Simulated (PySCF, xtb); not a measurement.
methane (CH₄), SMILES C.

GFN2-xTB (xtb) at its own geometry gives an orbital gap of 17.35 eV and a dipole moment of 0.00 D.

Geometry: B3LYP-D3(BJ)/def2-TZVPD.

Question: What does PySCF with r2SCAN/def2-TZVPD give? (Estimate from the structure and the level; the computed values follow.)

Answer: gap 10.79 eV (levels -9.81 and 0.98 eV), dipole 0.00 D.
